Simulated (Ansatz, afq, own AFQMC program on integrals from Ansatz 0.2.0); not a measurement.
## GeH2, singlet in cc-pVDZ, levels against full CI

```xyz
3

Ge    0.0000   -0.0365   -0.0063
H     0.0000    1.0843   -1.1398
H     0.0000    1.5476    1.5957
```

Basis cc-pVDZ. Noble-gas cores (and the filled d shells of Ga–Kr and In–Xe) are frozen. Ansatz 0.2.0 and our own AFQMC program on the same integrals; the CISD trial comes from CCSD amplitudes, and released means the phaseless constraint is let go. Error bars are statistical, one sigma. No spin–orbit coupling.

Determinant: UHF, the one that the program's search chose, which needn't be the lowest solution. The geometry is a point of a scan.

Full CI on the same integrals is exact in this basis and with this determinant's frozen core.

Cautions: no relativity below Rb; no spin-orbit coupling; inner d shell frozen; higher spins were not checked; an unrestricted solution with more broken spin lies lower (58 meV, ⟨S²⟩ 0.30), while this determinant keeps restricted orbitals; strong correlation (T1 0.024, weight of the determinant 0.88, largest double 0.18).

The T1 diagnostic is 0.0245 and the weight of the determinant in the CISD state is 0.883. The ⟨S²⟩ of the determinant is 0.000 and the size of the correlated space is 6 electrons in 23 orbitals.

```tsv
level	correlation energy (eV)
MP2	-2.3552
CCSD	-3.2239
CCSD(T)	-3.3049
```

Problem. Estimate where phaseless AFQMC with a CISD trial lies against CCSD(T) on the same integrals.

Solution. 1.3 ± 0.2 kJ/mol below CCSD(T).

Reference: full CI, correlation energy -3.329 eV. The released energy is read at 2.40 1/Eh (meV from the phaseless value at times in 1/Eh: -2.4 ± 2.4 at 0.24, -3.9 ± 1.7 at 0.51, -3.6 ± 1.6 at 0.99, -3.6 ± 1.4 at 1.62, -4.7 ± 1.5 at 2.40).

```tsv
level	E − E(reference) (kJ/mol)	share of correlation (%)
CCSD(T)	2.3	99.28
CCSDT	0.3	99.90
CCSDT(Q)	0.0	99.99
CCSDTQ	0.0	100.00
ph-AFQMC/CISD	1.0 ± 0.2	99.69
released AFQMC	0.5 ± 0.1	99.83
```

CCSDT and higher add their correlation energy to the determinant of the CCSD(T) run, since their own runs factorise the integrals more tightly (a shift of under 2 meV). A walk keeps the symmetry of its determinant, which the program's search chose and which needn't be the lowest solution, so a lower state of the same spin and another symmetry isn't excluded. Released energies are given only where the last usable release times agree within the noise; a slower fall can still hide under it.
